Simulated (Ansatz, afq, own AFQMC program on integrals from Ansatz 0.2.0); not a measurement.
**GeH$_{2}$, singlet in cc-pVQZ, levels against CCSDT(Q)**

```xyz
3

Ge    0.0000   -0.0303    0.0000
H     0.0000    1.0906   -1.1335
H     0.0000    1.0906    1.1335
```

Basis cc-pVQZ. Only valence electrons are correlated. AFQMC by an in-house program on the Cholesky factors that Ansatz 0.2.0 writes for its CCSD(T) run. The CISD trial takes its coefficients from CCSD amplitudes. Released means that phaseless walkers are propagated on without the constraint, phases kept. Error bars are statistical, one sigma. No spin–orbit coupling.

Determinant: RHF, the one that the program's search chose, which needn't be the lowest solution. The geometry is a PBE0/def2-TZVP stationary point of this or a neighbouring charge and spin state.

No full CI on the walks' own integrals is used here; CCSDT(Q) serves as the reference and is uncertain by about the last step of the cluster series.

Cautions: no relativity below Rb; no spin-orbit coupling; inner d shell frozen; restricted determinant unstable towards unrestricted (UHF 36 meV lower, ⟨S²⟩ 0.26).

The T1 diagnostic is 0.0132, the weight of the determinant in the CISD state is 0.911 and the size of the correlated space is 6 electrons in 114 orbitals.

```csv
level,correlation energy (eV)
MP2,-3.0023
CCSD,-3.6326
CCSD(T),-3.7310
```

Estimate where AFQMC with the constraint released lies against CCSD(T) on the same integrals.

2.6 ± 0.3 kJ/mol below CCSD(T).

Reference: CCSDT(Q), correlation energy -3.752 eV. The released energy is read at 2.40 1/Eh (meV from the phaseless value at times in 1/Eh: -1 ± 4 at 0.24, -5 ± 4 at 0.51, -3 ± 4 at 0.99, -10 ± 4 at 1.62, -10 ± 3 at 2.40).

```json
{"level": "CCSD(T)", "E − E(reference) (kJ/mol)": "2.0", "share of correlation (%)": "99.45"}
{"level": "CCSDT", "E − E(reference) (kJ/mol)": "0.4", "share of correlation (%)": "99.90"}
{"level": "ph-AFQMC/HF", "E − E(reference) (kJ/mol)": "-1.4 ± 1.8", "share of correlation (%)": "100.39"}
{"level": "ph-AFQMC/CISD", "E − E(reference) (kJ/mol)": "0.4 ± 0.4", "share of correlation (%)": "99.89"}
{"level": "released AFQMC", "E − E(reference) (kJ/mol)": "-0.6 ± 0.3", "share of correlation (%)": "100.16"}
```

A walk keeps the symmetry of its determinant, which the program's search chose and which needn't be the lowest solution, so a lower state of the same spin and another symmetry isn't excluded. Released energies are given only where the last usable release times agree within the noise; a slower fall can still hide under it.
